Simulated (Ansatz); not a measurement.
# BH4NS: search for a transition state

Wanted: the transition state of a 1,2-elimination (form N2–H4 and break B1–N2, S3–H4). The guess is relaxed with those distances held, a saddle search follows, and vibrations and two downhill relaxations check it.

The runs use Ansatz 0.2.0, Gaussian basis; PBE0-D4, def2-SVP first, then def2-TZVP.

114 further runs of the same task are left out: 114 set aside as unsound or not needed.

## Step 1: Starting geometry

The guess: 7 atoms, charge 0, spin multiplicity 1.

Atoms are counted from 1 here; the program's logs count them from 0.

Bond lengths: B1–N2 1.546 Å, B1–S3 1.725 Å, B1–H5 1.163 Å, N2–H4 1.308 Å, N2–H6 1.016 Å, N2–H7 1.016 Å. Angles: N2–B1–S3 101.7°, N2–B1–H5 124.2°, S3–B1–H5 134.1°, B1–N2–H4 79.0°, B1–N2–H6 117.2°, B1–N2–H7 117.2°, H4–N2–H6 116.8°, H4–N2–H7 116.8°, H6–N2–H7 107.9°.

As a file:

```
atom    x (Å)    y (Å)    z (Å)
  B1  -0.7014   0.0736  -0.4853
  N2   0.5384   0.2644   0.4186
  S3  -0.6988  -1.6338  -0.7288
  H4   0.5543  -1.0318   0.2437
  H5  -1.3876   0.9411  -0.8459
  H6   1.3186   0.7891   0.0325
  H7   0.3765   0.5973   1.3652
```

Distances that are to change: N2–H4 1.31 Å, B1–N2 1.55 Å, S3–H4 1.70 Å.

## Step 2: Relaxing the guess with the reacting distances held

hold/in.yaml

```yaml
crystal:
  periodic: [false, false, false]
  atoms:
    - {symbol: B, position_ang: [-0.701400, 0.073600, -0.485300]}
    - {symbol: N, position_ang: [0.538400, 0.264400, 0.418600]}
    - {symbol: S, position_ang: [-0.698800, -1.633800, -0.728800]}
    - {symbol: H, position_ang: [0.554300, -1.031800, 0.243700]}
    - {symbol: H, position_ang: [-1.387600, 0.941100, -0.845900]}
    - {symbol: H, position_ang: [1.318600, 0.789100, 0.032500]}
    - {symbol: H, position_ang: [0.376500, 0.597300, 1.365200]}
basis:
  gaussian: {orbitals: def2-SVP}
hamiltonian: {xc: pbe0, dispersion: d4}
relax: {f_tol: 0.04, max_steps: 150, escape_saddle: false, constraints: [{distance: [1, 3]}, {distance: [0, 1]}, {distance: [2, 3]}]}
```

Command:

```sh
ansatz run in.yaml --threads 2 --pin off --events-out ev --progress --plain --max-ram 4352MiB
```

After this run come: A starting Hessian; Saddle search in the small basis; Saddle search in triple zeta; Checking the order of the point; Relaxing after a step of 0.30 Å one way along the mode; Relaxing after a step of 0.30 Å the other way along the mode.

**Question.** What will these runs give? Wanted: imaginary mode; barrier from the start side; barrier from the end side; energy of the step; pairs that change; zero-point energy at the saddle.

As calculated:

| quantity | value |
| --- | --- |
| imaginary mode | 1421i cm⁻¹ |
| barrier from the start side | 43.0 kcal/mol |
| barrier from the end side | 16.9 kcal/mol |
| energy of the step | +26.0 kcal/mol |
| pairs that change | N2–H4 formed, B1–N2 loosened, S3–H4 broken |
| zero-point energy at the saddle | 1.255 eV |

One imaginary mode, 1421i cm⁻¹, makes this a first-order saddle. It joins the planned start and end. A bond meant to break is only loosened at the end: the products stay bound as an adduct. At PBE0-D4/def2-TZVP the electronic barrier is 43.0 kcal/mol, about 73 kT at 298 K, and the step runs 26.0 kcal/mol uphill. The barrier is thin enough for tunnelling; the leading (Wigner) term alone is a factor of 3.0 at 298 K.
